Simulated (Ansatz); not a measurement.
Basis sets compared for Si2H2⁻ (the lowest doublet isomer of a short search). Total charge -1; doublet. Geometry r2SCAN-D4/def2-TZVPD. Ansatz on 4 threads of Intel Xeon Platinum 8259CL on a shared host; times are rough, and most runs start from earlier orbitals.

```xyz
4

Si    0.124   -0.338    1.032
Si   -0.124    0.338   -1.032
H    -1.088   -1.204    1.378
H     1.088    1.205   -1.379
```

B3LYP takes the VWN-RPA correlation. At PBE-D4/def2-SVPD, PBE-D4/def2-TZVPD, B3LYP-D4/6-31G the highest occupied level of the charge -1 doublet lies above zero (up to 0.66 eV). By energy differences its removal costs 2.10 eV (vertical, to the charge 0 triplet, at PBE0-D4/def2-TZVPD). The structure comes from a short search, and lower isomers may exist.

| level | functions | energy (Eh) | HOMO (eV) | LUMO (eV) | wall time |
| --- | --- | --- | --- | --- | --- |
| PBE-D4/def2-SVPD | 64 | -579.6582 | 0.66 | 1.57 | 0.6 s |
| B3LYP-D4/6-31G | 30 | -580.1105 | 0.13 | 2.20 | 0.5 s |
| PBE0-D4/def2-SVPD | 64 | -579.7075 | -0.13 | 2.26 | 0.8 s |

Problem. Estimate the rows for PBE-D4/def2-TZVPD (with forces), B3LYP-D4/def2-TZVPD, PBE0-D4/def2-TZVPD.

Solution. 
| level | functions | energy (Eh) | HOMO (eV) | LUMO (eV) | wall time |
| --- | --- | --- | --- | --- | --- |
| PBE-D4/def2-TZVPD (with forces) | 104 | -579.8604 | 0.45 | 1.39 | 1.1 s |
| B3LYP-D4/def2-TZVPD | 104 | -580.1994 | -0.11 | 1.84 | 1.2 s |
| PBE0-D4/def2-TZVPD | 104 | -579.9073 | -0.33 | 2.10 | 2.8 s |
